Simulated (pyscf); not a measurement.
Single points on ωB97X-D3(BJ)/def2-SVP structures (PySCF, gas phase).

Question: For the elementary gas-phase step `[OH][Sb]([OH])[OH]` + `[SH2]` → `[OH][Sb]([OH])[SH]` + `[OH2]` (singlet surface; O–Sb, H–S broken, S–Sb, H–O formed), what barrier and reaction energy does ωB97M-D3(BJ)/def2-TZVP give, measured from the separated reactants?

Answer: ΔE‡ = 9.0 kcal/mol, ΔE = -2.1 kcal/mol. Zero-point energy shifts the barrier by +1.0 kcal/mol. It is a four-centre exchange, with an imaginary mode of 948i cm⁻¹. On the reactant side the descent ends in a complex, 6.6 kcal/mol under the separated species and 12.9 kcal/mol under the saddle at ωB97X-D3(BJ)/def2-TZVP. On the product side the descent ends in a bound adduct, 10.5 kcal/mol under the separated species and 22.2 kcal/mol under the saddle at ωB97X-D3(BJ)/def2-TZVP. At ωB97X-D3(BJ) the barrier from the zero used here is 6.3 kcal/mol. This is the saddle that the search found; another between the same sides may lie lower. Elements past Kr carry the def2 core potentials, without spin-orbit coupling.
